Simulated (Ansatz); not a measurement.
# C₄H₄O, SMILES CC#CC=O: a ladder of methods at one geometry

Program: Ansatz's Python interface.

Typed at the interpreter:
```pycon
>>> from pathlib import Path
>>> import ansatz as az
>>> import numpy as np
>>> GEOMETRY = '''
... C    -0.76440   -1.56170   -0.61210
... C    -0.18110   -0.30200   -0.12130
... C     0.32140    0.69940    0.27520
... C     1.06590    1.90500    0.77680
... O     2.18550    2.08760    0.57730
... H    -1.41390   -1.97750    0.15530
... H    -0.03460   -2.23480   -0.95720
... H    -1.43200   -1.27450   -1.47540
... H     0.34170    2.61230    1.36420
... '''
>>> molecule = az.Crystal.molecule()
>>> for line in GEOMETRY.strip().splitlines():
...     symbol, *xyz = line.split()
...     molecule = molecule.atom(symbol, [float(v) for v in xyz])
...
>>> calc = molecule.calculation().basis(gaussian='cc-pVDZ')
>>> print('functional    E (Ha)        dipole (D)   HOMO (eV)  LUMO (eV)')
functional    E (Ha)        dipole (D)   HOMO (eV)  LUMO (eV)
>>> for name in ['blyp', 'r2scan', 'cam_b3lyp', 'lc_wpbe']:
...     data = calc.functional(name).forces().orbitals().run(threads=1, backend='cpu', runs_dir='runs').report
...     lines = Path(data['orbitals_path']).read_text().splitlines()
...     field_of = lambda key: [line.split('=')[1].strip() for line in lines if line.startswith(key)]
...     orbitals = [(27.211386 * float(e), s, float(n)) for e, s, n in zip(field_of('Ene='), field_of('Spin='), field_of('Occup='))]
...     homo = max(e for e, _, n in orbitals if n > 0.5)
...     lumo = min(e for e, _, n in orbitals if n < 0.5)
...     dipole = 4.803205 * np.linalg.norm(data['charge_distribution']['dipole_moment_e_ang'])
...     print(f'{name:10s} {data["free_energy_ev"] / 27.211386246:14.6f} {dipole:9.3f} {homo:11.3f} {lumo:10.3f}')
...
blyp          -229.893845     2.985      -5.869     -1.938
r2scan        -229.841874     3.158      -6.414     -2.010
cam_b3lyp     -229.854301     3.014      -9.147      0.138
lc_wpbe       -229.808997     2.953     -10.517      1.283
```

Notes:
- Total energies depend on the basis set; only differences at equal settings carry meaning.
- The geometry is a force-field or estimated start, not a minimum of this method, and the basis set is short of its limit. A lower total doesn't mark the better method: functionals have no common bound, and MP2 and coupled cluster aren't variational.
- Levels such as HOMO and LUMO are orbital energies: with these approximate functionals they aren't the ionisation energy and electron affinity, and their gap isn't the fundamental gap.
- Finished in 14 s on 1 thread of Arm Neoverse V1 (shared host), peak memory 0.25 GiB.
